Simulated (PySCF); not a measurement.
Molecule: (Z)-2-Butenenitrile (SMILES C/C=C\C#N).

Numbering as in the mapped SMILES `[CH3:1]/[CH:2]=[CH:3]\[C:4]#[N:5]`. Hydrogens are named by the atom that carries them.

Spin–spin couplings on one PBE0-D3(BJ)/def2-SVP geometry, PySCF 2.14, gas phase, non-relativistic, equivalent pairs averaged (spin–dipole term only in couplings to heteroatoms); isotopes ¹³C, ¹H, ¹⁵N; basis pcJ-1.

Task: How do the couplings (Hz) change with the functional? Times are CPU seconds on shared hosts with different chips, so compare them loosely.

Result: 
```
functional  functions  ¹J(C3,H(C3))  ¹J(C2,H(C2))  ¹J(C1,H(C1))  ¹J(C3,C4)  ¹J(C2,C3)  ¹J(C1,C2)  ¹J(C4,N5)  core-s
       LDA        185         140.1         128.0         102.4       67.3       58.0       28.5       -9.4     8.5
       PBE        185         165.7         151.3         123.4       77.9       70.9       38.8      -11.6      11
       KT2        185         179.3         161.1         130.0       64.2       59.5       29.4       -4.8      12
     B3LYP        185         181.9         164.9         135.5       90.0       79.1       45.7      -19.9     9.8
      PBE0        185         172.6         157.6         127.9       87.3       77.5       43.9      -18.9      10
     B97-2        185         164.3         150.8         121.9       86.2       76.1       43.5      -18.1      10
 BHandHLYP        185         197.7         180.1         146.5      107.4       94.4       55.3      -32.7      12
 CAM-B3LYP        185         179.6         163.4         133.1       90.9       78.3       45.3      -22.3      14
``` Left out for a near triplet instability: HF/pcJ-1.
